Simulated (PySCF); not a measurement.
AlCl3, SMILES [Al]([Cl])([Cl])[Cl].

Coordinates come from a PBE-D3(BJ)/def2-SVP optimisation. The isomer is the one that the SMILES or the coordinates give; other isomers of the formula were not compared.

The numbers are results of PBE-D3(BJ)/def2-SVP (PySCF), not measurements.

Frequencies are harmonic and unscaled.

Modes within 1.5 cm⁻¹ of each other (mostly degenerate sets) share a row, with their intensities summed.

```tsv
mode	ν (cm⁻¹)	IR (km/mol)	moving atoms (share of kinetic energy)
1–2	142	13.1	Cl 88 %, Al 12 %
3	195	31.9	Al 80 %, Cl 20 %
4	373	0.0	Cl 100 %
5–6	620	295.2	Al 68 %, Cl 32 %
```
